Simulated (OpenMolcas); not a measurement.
## AlH2Cl (SMILES [AlH2][Cl]): methods side by side

AlH2Cl has 4 atoms, charge 0, and is taken as a singlet. SMILES: `[AlH2][Cl]`. Geometry: a GFN2-xTB relaxation, a rough one for these elements and not checked as a minimum.

```tsv
atom	x (Å)	y (Å)	z (Å)
Al	-0.0629	0.0066	-0.0735
Cl	1.2461	-0.1310	1.4504
H	-1.3127	-0.8852	-0.1542
H	0.1295	1.0096	-1.2227
```

Each level gives the energy change with the Al1–Cl2 bond stretched from 2.014 to 3.020 Å (eV). The values are calculated.

```tsv
level	kind	program	value (eV)	less FCI/STO-3G	CPU time (all runs)
SVWN5/STO-3G (restricted)	LDA	OpenMolcas	3.34	-0.23	6.1 s
PBE/STO-3G (restricted)	GGA	OpenMolcas	3.09	-0.48	6.7 s
r2SCAN/STO-3G (restricted)	meta-GGA	OpenMolcas	3.28	-0.29	8 s
M06-2X/STO-3G (restricted)	hybrid meta-GGA	OpenMolcas	3.57	0.00	7.3 s
PBE0/STO-3G (restricted)	global hybrid	OpenMolcas	3.40	-0.17	6.6 s
MP2/STO-3G (restricted)	perturbation theory	OpenMolcas	3.72	+0.15	2.9 s
ACPF/STO-3G (restricted)	coupled cluster or CI	OpenMolcas	3.54	-0.03	3.1 s
CISD/STO-3G (restricted)	coupled cluster or CI	OpenMolcas	3.60	+0.03	3.1 s
FCI/STO-3G	exact in the basis	OpenMolcas	3.57	0.00	6.9 s
```

FCI/STO-3G is exact within its basis and frozen core, so for wave-function methods in that basis the difference is their error; functionals converge differently with the basis, so for them it is only a difference. The first shape isn't each level's own minimum. The values span 3.09 to 3.72 eV. All rows use very small basis sets, so even the best lies far from the true value. CPU times are rough (shared hosts, several kinds of processor): they show what a rung costs within a factor of a few.
